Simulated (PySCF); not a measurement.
Run record for `FC1SCCS1`: PBE0/Sadlej pVTZ, full TDDFT, 1 singlet.

Method: TDDFT PBE0/Sadlej pVTZ, vertical, gas phase, core orbitals frozen in the response (PySCF 2.14.0, density-fitted response routines). Geometry: GFN2-xTB. The input is one job of a driver script: a line of settings, then coordinates in Å.

Command:
```bash
OMP_NUM_THREADS=1 python probes_run.py task.json out
```

Input:
```
{"job": {"kind": "uv", "xc": "PBE0", "basis": "Sadlej pVTZ", "nstates": 1, "ntriplets": 0, "tda": false}, "charge": 0, "multiplicity": 1}
F      2.001357    -1.248803    -0.081946
C      1.606979     0.038909     0.132606
S      0.735664     0.674018    -1.339322
C     -0.964112     0.478006    -0.674238
C     -0.913436    -0.423219     0.538574
S      0.497007     0.123583     1.554157
H      2.504131     0.633366     0.315576
H     -1.579859     0.057046    -1.467387
H     -1.324134     1.473540    -0.414162
H     -1.812739    -0.337920     1.144800
H     -0.745434    -1.465856     0.265379
```

Output:
```
coarse grid: 10696 points
cycle   1  E = -1013.0521375249  dE =  7.669e-01  |g| = 4.972e-01  |ddm| = 1.139e+01
cycle   2  E = -1012.9988233210  dE =  5.331e-02  |g| = 7.518e-01  |ddm| = 1.992e+00
cycle   3  E = -1013.0991704803  dE = -1.003e-01  |g| = 5.511e-02  |ddm| = 1.125e+00
cycle   4  E = -1013.0998127443  dE = -6.423e-04  |g| = 2.732e-02  |ddm| = 2.135e-01
cycle   5  E = -1013.1000274386  dE = -2.147e-04  |g| = 5.256e-03  |ddm| = 8.964e-02
cycle   6  E = -1013.1000326758  dE = -5.237e-06  |g| = 2.338e-03  |ddm| = 2.063e-02
final grid: 95584 points
cycle   7  E = -1013.1119662380  dE = -2.415e-05  |g| = 9.172e-03  |ddm| = 1.922e-01
cycle   8  E = -1013.1119468190  dE =  1.942e-05  |g| = 1.259e-02  |ddm| = 5.392e-02
cycle   9  E = -1013.1119850746  dE = -3.826e-05  |g| = 1.189e-03  |ddm| = 2.867e-02
cycle  10  E = -1013.1119854234  dE = -3.488e-07  |g| = 2.352e-04  |ddm| = 3.888e-03
cycle  11  E = -1013.1119854378  dE = -1.441e-08  |g| = 9.072e-05  |ddm| = 8.916e-04
cycle  12  E = -1013.1119854399  dE = -2.091e-09  |g| = 2.571e-05  |ddm| = 2.911e-04
cycle  13  E = -1013.1119854401  dE = -1.635e-10  |g| = 3.682e-06  |ddm| = 8.997e-05
converged SCF energy = -1013.1119854401

Static polarisability (au): isotropic 75.710, principal 63.760 79.757 83.611

Singlet excitations
state   eV       nm        f      main configurations
  1   4.8618    255.0   0.00385   H->L 0.87
```

The SCF starts on a coarse grid where the log names one; the energy can jump when the final grid takes over, and dE then counts from the start density on the new grid. H and L stand for HOMO and LUMO; the number after each pair is its weight.

Question: How does the lowest singlet excitation compare with the HOMO–LUMO gap?

Answer: HOMO -6.77 eV and LUMO -0.45 eV give a gap of 6.32 eV; S1 at 4.86 eV lies 1.46 eV below it.

Question: Give S1 in cm⁻¹ and kJ/mol.

Answer: 4.8618 eV × 8065.54 = 39213 cm⁻¹; × 96.485 = 469.1 kJ/mol.

In short: SCF converged in 13 cycles with 205 basis and 726 fitting functions; HOMO -6.77 eV, LUMO -0.45 eV; lowest singlet 4.86 eV; mean polarisability 75.7 au.

On Arm Neoverse V2, one thread, no GPU, shared host, this took 22 s wall and 0.76 GiB of memory at its peak.

One conformer stands for the species.
